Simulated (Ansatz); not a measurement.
# BSiH3 (singlet): from Hartree-Fock to the top rungs at distance Si1–B2 = 2.129 Å, cc-pVTZ

Aim: climb from Hartree-Fock through coupled cluster and multireference methods for BSiH3 (singlet) at one geometry and basis, and see what each rung misses.

Method: cc-pVTZ, core rule «outside noble gas», up to 6 orbitals frozen; program: Ansatz 0.2.0, Gaussian basis.

To be run: UHF; CCSD(T) on RHF; CCSD(T) on UHF; BCCD(T) on RHF; CCSDT(Q) on RHF; CCSDT(Q) on UHF; CASSCF and NEVPT2, 2 electrons in 2 orbitals; CASSCF and NEVPT2, 10 electrons in 11 orbitals.

## Step 1: What is computed

The geometry derives from a PBE0/def2-TZVP stationary point (not a proven minimum). One bond is set to the value named and the two fragments are kept rigid.

5 atoms, charge 0, spin multiplicity 1.

Atoms are counted from 1 here; the program's logs count them from 0.

Bond lengths: Si1–B2 2.129 Å, Si1–H3 1.491 Å, Si1–H4 1.491 Å, Si1–H5 1.491 Å. Angles: B2–Si1–H3 110.0°, B2–Si1–H4 110.0°, B2–Si1–H5 110.0°, H3–Si1–H4 109.0°, H3–Si1–H5 109.0°, H4–Si1–H5 109.0°.

## Step 2: UHF

Input file in.yaml:

```yaml
crystal:
  periodic: [false, false, false]
  atoms:
    - {symbol: Si, position_ang: [-0.512185, -0.004428, 0.000432]}
    - {symbol: B, position_ang: [1.616305, 0.013972, -0.001364]}
    - {symbol: H, position_ang: [-1.033635, 1.392915, 0.002926]}
    - {symbol: H, position_ang: [-1.014422, -0.711482, 1.213822]}
    - {symbol: H, position_ang: [-1.016501, -0.707925, -1.214162]}
basis:
  gaussian: {orbitals: cc-pVTZ}
magnetization: {spin_polarized: true, initial_magnetization: 0}
hamiltonian: {xc: hf}
output: {orbitals: {seedname: orbitals}}
```

Launch:

```
$ ansatz run in.yaml --threads 1 --pin off --events-out ev --progress --plain --max-ram 2560MiB --backend cpu
```

After this run come: CCSD(T) on RHF; CCSD(T) on UHF; BCCD(T) on RHF; CCSDT(Q) on RHF; CCSDT(Q) on UHF; CASSCF and NEVPT2, 2 electrons in 2 orbitals; CASSCF and NEVPT2, 10 electrons in 11 orbitals.

**Question.** What will the summary of the whole plan be? Wanted: RCCSDT(Q) from the RHF energy; RMP2 from RCCSDT(Q); UMP2 from RCCSDT(Q); RCCSD from RCCSDT(Q); RCCSD(T) from RCCSDT(Q); UCCSD(T) from RCCSDT(Q); UCCSDT(Q) from RCCSDT(Q); NEVPT2 pair from RCCSDT(Q); NEVPT2 valence from RCCSDT(Q).

**Answer**, as computed:

| quantity | value |
| --- | --- |
| RCCSDT(Q) from the RHF energy | -6.7985 eV |
| RMP2 from RCCSDT(Q) | +148.8 kJ/mol |
| UMP2 from RCCSDT(Q) | +159.9 kJ/mol |
| RCCSD from RCCSDT(Q) | +25.2 kJ/mol |
| RCCSD(T) from RCCSDT(Q) | +4.6 kJ/mol |
| UCCSD(T) from RCCSDT(Q) | +5.4 kJ/mol |
| UCCSDT(Q) from RCCSDT(Q) | 0.0 kJ/mol |
| NEVPT2 pair from RCCSDT(Q) | +144.3 kJ/mol |
| NEVPT2 valence from RCCSDT(Q) | +120.8 kJ/mol |
| levels within 1 kcal/mol (43 meV) | RCCSDT, UCCSDT, UCCSDT(Q) |
| T1 diagnostic | 0.017 |
| effectively unpaired electrons | 0.15 |

RCCSD(T) lands +4.6 kJ/mol from the yardstick (0.7 % of the correlation energy). One determinant dominates. Of the multireference levels listed NEVPT2 valence comes nearest in total energy (+120.8 kJ/mol), which doesn't show that its space is the better one. These misses are within one basis, not against nature.
